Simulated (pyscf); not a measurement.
HB=NH (SMILES B=N) + H₂ (SMILES [H][H]) → H₂B–NH₂ (SMILES BN) (addition across a multiple bond or ene-type step; singlet surface; H–H broken, B–H, H–N formed). PySCF, gas phase, ωB97X-D3(BJ)/def2-SVP geometries. Rate constants from transition-state theory at the high-pressure limit, ωB97M-D3(BJ)/def2-TZVP energies (ideal gas, 1 atm, RRHO with modes under 100 cm⁻¹ raised to 100, one conformer, R ln 2 for chiral ones without a mode under 150 cm⁻¹; no tunnelling), k in cm³ molecule⁻¹ s⁻¹.

```json
[
 {"T (K)": "298", "1000/T": "3.354", "log10 k": "-41.20"},
 {"T (K)": "600", "1000/T": "1.667", "log10 k": "-25.97"},
 {"T (K)": "900", "1000/T": "1.111", "log10 k": "?"},
 {"T (K)": "1200", "1000/T": "0.833", "log10 k": "-18.39"}
]
```

Problem. Fit an Arrhenius line to the three values, give the activation energy, and predict k at 900 K.

Solution. Least squares gives log10 k = -10.87 − 9.05 × 1000/T, so Ea = 9.05 × ln 10 × 1.987 = 41.4 kcal/mol, against an electronic barrier of 39.2. At 900 K the line gives -20.93; the computed value is -20.95 (ΔG‡ = 63.0 kcal/mol), close to the line. At the saddle there is also a short B–H contact that neither side keeps. One saddle was located; it need not be the lowest between these sides.
